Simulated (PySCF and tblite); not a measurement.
dimethyl carbonate, C₃H₆O₃, numbered as in [CH3:1][O:2][C:3](=[O:4])[O:5][CH3:6].

Free energies: CAM-B3LYP-D3(BJ)/def2-TZVP (IEF-PCM, chloroform) on PBE0-D3(BJ)/def2-SVP structures plus GFN2-xTB thermal terms, symmetry and mirror images included. Conformers within 3 kcal/mol (GFN2-xTB free energy) were kept, 8 at most. GIAO shieldings: PBE0/pcSseg-1 (IEF-PCM, chloroform). Shifts are against TMS (¹H), TMS (¹³C) at the same level. (PySCF 2.14, tblite 0.8.)

Torsions listed: C1–O2–C3–O5, O2–C3–O5–C6.

```tsv
conformer	shape	weight %	dipole D
1	180°, 180°	100.0	0.58
```

(1) How do the computed shifts compare with measured ones?

Results:

(1) 
```csv
nucleus,signal,leading conformer,average,measured,medium
¹H,H1/H6,3.73,3.73,3.69,THF-d8
¹³C,C1/C6,55.2,55.2,54.58,THF-d8
¹³C,C3,163.6,163.6,156.91,THF-d8
```

Measured values: Fulmer et al., Organometallics 2010, 29, 2176. Mean difference for ¹³C: 3.66 ppm, scatter 3.03 ppm. The computed shifts are unscaled and lack vibrational corrections.
